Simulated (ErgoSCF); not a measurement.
# Two attempts at BNH2 (SMILES B[N])

Wanted: a single-point energy of BNH2, USVWN5/6-311G**.

Program for the calculation: ErgoSCF 3.8.

8 further runs of the same task are left out: 2 that didn't finish, 6 set aside as unsound or not needed.

**1. The structure to begin with**

BNH2 has 4 atoms, charge 0, and is taken as a triplet. As SMILES, `B[N]`. Geometry: relaxed at GFN2-xTB.

Bond lengths: B1–N2 1.312 Å, B1–H3 1.184 Å, B1–H4 1.184 Å. Angles: N2–B1–H3 118.7°, N2–B1–H4 118.7°, H3–B1–H4 122.6°.

**2. Try one**

File ergo.in:

```
set_nthreads(1)
molecule_inline
B   -0.06755771   0.01243440  -0.04522115
N    1.96867888  -0.36218491   1.31842412
H   -1.99728934  -0.89571129   0.63230236
H    0.09616816   1.24544290  -1.90548644
EOF
charge = 0
scf.output_mulliken_pop = 1
tmpdir = "."
basis = "6-311G**"
spin_polarization = 2
scf.use_diagonalization = 1
scf.max_number_of_iterations = 1
run "SVWN5"
```

The basis set 6-311G** is read from a file made from the Basis Set Exchange's data (not shown).

Command:

```sh
$ ergo ergo.in
```

Standard output:

```text
INMA ERGO version 3.8
INMA reading input from file ergo.in
INMA B (charge=5.0) -0.067558 0.012434 -0.045221
INMA N (charge=7.0) 1.968679 -0.362185 1.318424
INMA H (charge=1.0) -1.997289 -0.895711 0.632302
INMA H (charge=1.0) 0.096168 1.245443 -1.905486
INMA  charge := 0
INMA  output_mulliken_pop := 1
INMA  basis := 6-311G**
INMA Basis really set to 6-311G**
INMA  spin_polarization := 2
INMA  use_diagonalization := 1
INMA  max_number_of_iterations := 1
INMA running SVWN5
INDF      This is a DFT calculation of type: SVWN5
INMA Running SVWN5
INSC SCF_general constructor, number of basis functions: 48
INSC Min internuclear distance:      2.23777 a.u.  =      1.18418 Angstrom
INSC Max internuclear distance:      4.06009 a.u.  =      2.14851 Angstrom
INSC Euclidean norm of overlap matrix =          4.82211152337  (acc 1.49e-08)
INSC Euclidean norm of invCholFactor after truncation =         10.96899739951
INSC Beginning of SCF cycle 1
INDF Grid for charge 5: 34 radial points, 6380 total, r=21.416048
INDF Grid for charge 7: 34 radial points, 6236 total, r=14.826495
INDF Grid for charge 1: 29 radial points, 2902 total, r=12.621360
INDF Generating Turbo grid Radint = 5e-09 AngInt: [ 6 29 ]
INDF Grid pruned from 18420 to 18048 grid points.
INDF Electrons:  14.0000116   8e-07:  U-xc energy -6.559960 (serial)
INSC nuclearEnergy, energy_2el, energy = 22.289479, 35.501958, -34.492093
INSC Energy   1 =        -34.49209264358
INSC maxabs FDS-SDF (alpha) is     1.85
INSC maxabs FDS-SDF (beta ) is     1.38
TISC Main SCF loop took      0.23 usr cpu s       0.00 sys cpu s       0.23 wall s
INSC SCF: dipole_moment_x [atomic units] =       4.88791835
INSC SCF: dipole_moment_y [atomic units] =      -0.89923090
INSC SCF: dipole_moment_z [atomic units] =       3.27343556
INSC Sum of Mulliken charges (electrons):      14.0000000
INSC Mulliken charge of atom 0 =      -0.2500000
INSC Mulliken charge of atom 1 =       1.7500000
INSC Mulliken charge of atom 2 =      -0.7500000
INSC Mulliken charge of atom 3 =      -0.7500000
INSC Sum of Mulliken atomic charges:       0.0000000
INSC Mulliken spin density of atom 0 =       0.7500000
INSC Mulliken spin density of atom 1 =       0.7500000
INSC Mulliken spin density of atom 2 =       0.2500000
INSC Mulliken spin density of atom 3 =       0.2500000
INSC Sum of Mulliken atomic spin densities:       2.0000000
```

Standard output:

```text
Inline main molecule with 4 atoms.
```

Run time: 0.85 s. Hardware: 1 thread of Intel Xeon at 2.50GHz (Skylake/Cascade Lake), shared host.

**3. Reading the log**

No converged result was reached.

The cause is that the iteration cap is too low for convergence. To mend it: raise the iteration cap from 1.

**4. The mended input**

File input.ego:

```
# BH2N
set_nthreads(1)
molecule_inline
B  -0.06755771 0.01243440 -0.04522115
N  1.96867888 -0.36218491 1.31842412
H  -1.99728934 -0.89571129 0.63230236
H  0.09616816 1.24544290 -1.90548644
EOF
basis = "6-311G**"
tmpdir = "."
scf.output_mulliken_pop = 1
scf.use_diagonalization = 1
spin_polarization = 2
scf.max_number_of_iterations = 80
run "SVWN5"
```

The basis set 6-311G** is read from a file made from the Basis Set Exchange's data (not shown).

Command:

```sh
$ ergo input.ego
```

Standard output:

```text
[...]
INSC SCF_general constructor, number of basis functions: 48
[...]
INSC Energy   1 =        -34.49209264358
[...]
INDE E_LUMO =         -0.26380711205
[...]
INSC Energy  20 =        -79.90480950852  ( diff     -0.000000000008470 )
[...]
RESC CONVERGED after  20 iterations.
RESC FINAL ENERGY:        -79.90480950852
RESC FINAL <S2> =          2.00252230437
[...]
INSC SCF: dipole_moment_x [atomic units] =      -0.43560672
INSC SCF: dipole_moment_y [atomic units] =       0.08016182
INSC SCF: dipole_moment_z [atomic units] =      -0.29170159
[...]
```

Wall time 9.3 s (1 thread of Intel Xeon at 2.50GHz (Skylake/Cascade Lake), shared host).

**5. What came out**

At USVWN5/6-311G**:

| quantity | value |
| --- | --- |
| total energy | -79.90481 Eh |
| dipole moment | 1.35 D |
| ⟨S²⟩ | 2.003 |

In words: Mulliken charges run from -0.09 on N2 to +0.04 on H4.
